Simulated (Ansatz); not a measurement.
Isomers of C4H7NO

3 of its isomers, all singlets with charge 0: A = 2-methyloxazoline `CC1=NCCO1`; B = `CN/C=C/C=O`; C = 2-pyrrolidinone `O=C1CCCN1`.

Shapes, held fixed at every level: PBE0-D4/def2-TZVP. Flexible molecules stand in one conformer, not always the lowest. Programs: Ansatz 0.2.0.

Electronic energies in kJ/mol, without zero-point or thermal terms.

```tsv
level	kind	B − A	C − A
PBE-D4/def2-TZVPP	GGA	+31.9	-83.3
r2SCAN-D4/def2-TZVPP	meta-GGA	+37.6	-82.4
B3LYP-D4/def2-TZVPP	global hybrid	+27.2	-80.2
r2SCAN0-D4/def2-TZVPP	global hybrid	+49.8	-85.6
wB97M-V/def2-TZVPP	range-separated hybrid	+52.9	-81.3
wB97X-V/def2-TZVPP	range-separated hybrid	+61.0	-81.5
CCSD(T)/CBS estimate	coupled cluster or CI	+55.3	-76.3
```

The highest level, CCSD(T)/CBS estimate, puts C lowest of these. All levels agree on that. The B − A difference spans +27.2 to +61.0 kJ/mol over the levels. The CBS estimate extrapolates MP2 from def2-TZVPP and def2-QZVPP and adds CCSD(T) − MP2 in the triple-zeta set, cores frozen.
